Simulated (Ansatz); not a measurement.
**CHAl (singlet): from Hartree-Fock to the top rungs at distance Al1–H3 = 1.591 Å, 6-31G**

One table from this session's results is given with a row withheld; the runs are named, their logs left out.

The runs use Ansatz 0.2.0, Gaussian basis; 6-31G, core rule «outside noble gas», up to 6 orbitals frozen.

Plan: UHF; CCSD(T) on RHF; CCSD(T) on UHF; BCCD(T) on RHF; CISD; CCSDT(Q) on RHF; CCSDT(Q) on UHF; CISDTQ; CCSDTQ on RHF; CASSCF and MRCISD+Q, 2 electrons in 2 orbitals; CASSCF and NEVPT2, 2 electrons in 2 orbitals; CASSCF and MRCISD+Q, 8 electrons in 9 orbitals; CASSCF and MRCISD+Q(relaxed), 8 electrons in 9 orbitals; CASSCF and NEVPT2, 8 electrons in 9 orbitals; Full CI.

17 further runs of the same task are left out: 2 for a mislabelled method, 11 that didn't finish, 4 set aside as unsound or not needed.

**The geometry**

The geometry derives from a PBE0/def2-TZVP stationary point (not a proven minimum). One bond is set to the value named and the two fragments are kept rigid.

3 atoms, charge 0, spin multiplicity 1.

Atoms are counted from 1 here; the program's logs count them from 0.

Bond lengths: Al1–C2 1.924 Å, Al1–H3 1.591 Å. Angles: C2–Al1–H3 180.0°.

Set-up of the first run:

The input, in.yaml:

```yaml
crystal:
  periodic: [false, false, false]
  atoms:
    - {symbol: Al, position_ang: [0.000000, 0.000000, 0.110806]}
    - {symbol: C, position_ang: [0.000000, 0.000000, -1.812723]}
    - {symbol: H, position_ang: [0.000000, 0.000000, 1.701917]}
basis:
  gaussian: {orbitals: 6-31G}
magnetization: {spin_polarized: true, initial_magnetization: 0}
hamiltonian: {xc: hf}
output: {orbitals: {seedname: orbitals}}
```

The run is started by

```bash
ansatz run in.yaml --threads 1 --pin off --events-out ev --progress --plain --max-ram 2393MiB
```

Steps of the session up to this table: UHF; CCSD(T) on RHF; CCSD(T) on UHF; BCCD(T) on RHF; CISD; CCSDT(Q) on RHF; CCSDT(Q) on UHF; CISDTQ; CCSDTQ on RHF; CASSCF and MRCISD+Q, 2 electrons in 2 orbitals; CASSCF and NEVPT2, 2 electrons in 2 orbitals; CASSCF and MRCISD+Q, 8 electrons in 9 orbitals; CASSCF and MRCISD+Q(relaxed), 8 electrons in 9 orbitals; CASSCF and NEVPT2, 8 electrons in 9 orbitals; Full CI.

One of the session's tables, all rows but one given; the rest of the session is left out.

| method | from FCI (kcal/mol) |
| --- | --- |
| RHF | +94.80 |
| RMP2 | +24.42 |
| CISD | +13.57 |
| RCCSD | ? |
| RCCSD(T) | +2.78 |
| BCCD(T) | +2.96 |
| RCCSDT | +1.83 |
| CISDTQ | +1.53 |
| RCCSDT(Q) | +0.80 |
| RCCSDTQ | +0.14 |
| CASSCF valence | +21.37 |
| NEVPT2 valence | +5.91 |
| MRCISD valence | +0.67 |
| MRCISD+Q valence | +0.22 |
| MRCISD+Q(relaxed) valence | -0.09 |
| FCI | 0 |

**Question.** Estimate the row for RCCSD.

The run gave: from FCI (kcal/mol): +6.82. In the column «from FCI (kcal/mol)» it lies between NEVPT2 valence (+5.91) and CISD (+13.57).

Left out of the table: CASSCF pair, NEVPT2 pair, MRCISD pair, MRCISD+Q pair (the active space lost an orbital or holds another state than full CI finds).

Caveats from the session: The report flags that the cluster equations may have other roots. Left out of the table: UHF, UMP2, UCCSD, UCCSD(T), UCCSDT, UCCSDT(Q) (another determinant or state than the rows shown). The program flags RCCSDTQ as in doubt, so those rows may rest on another solution; read them beside their warnings. MRCISD+Q(relaxed) valence falls below full CI: the +Q correction isn't variational, and the cores differ from full CI's. Warnings in the runs' records: passed over end.
